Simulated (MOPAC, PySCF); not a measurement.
CS, SMILES `[C-]#[S+]` (lower singlet), neutral singlet in the gas phase. This singlet lies 2.98 eV below the relaxed triplet at the level frozen-core full CI/6-31g // B3LYP-D3(BJ)/def2-TZVP (Ansatz).

Cartesian coordinates (Å):
```xyz
2

C      0.7659     0.0000     0.0000
S     -0.7659     0.0000     0.0000
```
Charge 0, spin multiplicity 1.

All levels are single points at this geometry (B3LYP-D3(BJ)/def2-TZVP); Pople sets use spherical d functions. Orbital energies aren't observables, and empty levels follow the basis.

```csv
level,HOMO (eV),LUMO (eV),gap (eV),dipole (D),"vertical IE, Delta-SCF (eV)"
B3LYP-D3(BJ)/def2-TZVP in PySCF,-8.64,-2.56,6.08,1.94,–
B3LYP/3-21G in PySCF,-8.35,-2.18,6.17,1.41,–
B3LYP/6-31G* in PySCF,-8.38,-2.18,6.20,1.59,11.40
BP86/6-31G* in PySCF,-7.19,-3.10,4.09,1.64,–
M06-2X/6-31G* in PySCF,-9.97,-0.89,9.08,1.56,–
PBE/6-31G* in PySCF,-7.05,-3.00,4.05,1.64,11.19
HF/3-21G in PySCF,-12.69,1.87,14.57,1.00,–
HF/6-31G* in PySCF,-12.54,1.99,14.53,1.28,–
PM6 in MOPAC,-10.63,-0.32,10.32,1.01,–
```
